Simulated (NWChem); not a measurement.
**Correlation energy of silicon monoxide (OSi)**

```xyz
2

Si     0.0000     0.0000     0.5539
O      0.0000     0.0000    -0.9694
```
Charge 0, spin multiplicity 1.

The numbers come from NWChem runs, not from measurements. All single points use one geometry, from PBE0/def2-SVP, a minimum by its harmonic frequencies.

Basis set: def2-SVP. Each correlation energy counts from its own Hartree-Fock reference.

```json
[
 {"method": "MP2", "correlation energy (mHa)": "-273.1", "difference from CCSD(T)": "+17.0"},
 {"method": "SCS-MP2", "correlation energy (mHa)": "-265.5", "difference from CCSD(T)": "+24.7"},
 {"method": "CR-CCSD[T]", "correlation energy (mHa)": "-290.0", "difference from CCSD(T)": "+0.1"},
 {"method": "CR-CCSD(T)", "correlation energy (mHa)": "-287.8", "difference from CCSD(T)": "+2.4"},
 {"method": "CCSD", "correlation energy (mHa)": "-278.5", "difference from CCSD(T)": "+11.7"},
 {"method": "CCSD+T(CCSD)", "correlation energy (mHa)": "-293.1", "difference from CCSD(T)": "-3.0"},
 {"method": "CCSD(T)", "correlation energy (mHa)": "-290.2", "difference from CCSD(T)": "0.0"},
 {"method": "CCSDT", "correlation energy (mHa)": "-290.8", "difference from CCSD(T)": "-0.7"}
]
```

The values span 27.6 mHa, from CCSD+T(CCSD) (lowest) to SCS-MP2 (highest). 

The correlated methods keep 6 core orbitals frozen. Coupled-cluster values serve here as a point of comparison, not as the truth.
